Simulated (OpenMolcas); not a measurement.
## BOF (fluoro(oxo)borane): the energy, rung by rung

The species is BOF (3 atoms), meant as a singlet with charge 0. As SMILES, `O=BF`. The coordinates come from a PBE0-D4/def2-TZVP relaxation.

```xyz
3

O     0.9831   -0.5651    0.4799
B     0.0203   -0.0116    0.0099
F    -1.0034    0.5768   -0.4898
```

Quantity: the energy change with the B2–F3 bond stretched from 1.282 to 1.603 Å, in eV. The values are calculated.

```json
{"level": "HF/STO-3G (restricted)", "kind": "Hartree–Fock", "program": "OpenMolcas", "value (eV)": "1.69", "less FCI/STO-3G": "+0.52"}
{"level": "PBE/STO-3G (restricted)", "kind": "GGA", "program": "OpenMolcas", "value (eV)": "1.32", "less FCI/STO-3G": "+0.15"}
{"level": "r2SCAN/STO-3G (restricted)", "kind": "meta-GGA", "program": "OpenMolcas", "value (eV)": "1.46", "less FCI/STO-3G": "+0.29"}
{"level": "M06-2X/STO-3G (restricted)", "kind": "hybrid meta-GGA", "program": "OpenMolcas", "value (eV)": "1.50", "less FCI/STO-3G": "+0.33"}
{"level": "B2PLYP/STO-3G (restricted)", "kind": "double hybrid", "program": "OpenMolcas", "value (eV)": "1.43", "less FCI/STO-3G": "+0.26"}
{"level": "MP2/STO-3G (restricted)", "kind": "perturbation theory", "program": "OpenMolcas", "value (eV)": "1.41", "less FCI/STO-3G": "+0.24"}
{"level": "CISD/STO-3G (restricted)", "kind": "coupled cluster or CI", "program": "OpenMolcas", "value (eV)": "1.24", "less FCI/STO-3G": "+0.07"}
{"level": "FCI/STO-3G", "kind": "exact in the basis", "program": "OpenMolcas", "value (eV)": "1.17", "less FCI/STO-3G": "0.00"}
```

FCI/STO-3G is exact within its basis and frozen core, so for wave-function methods in that basis the difference is their error; functionals converge differently with the basis, so for them it is only a difference. The first shape isn't each level's own minimum. The values span 1.17 to 1.69 eV. All rows use very small basis sets, so even the best lies far from the true value.
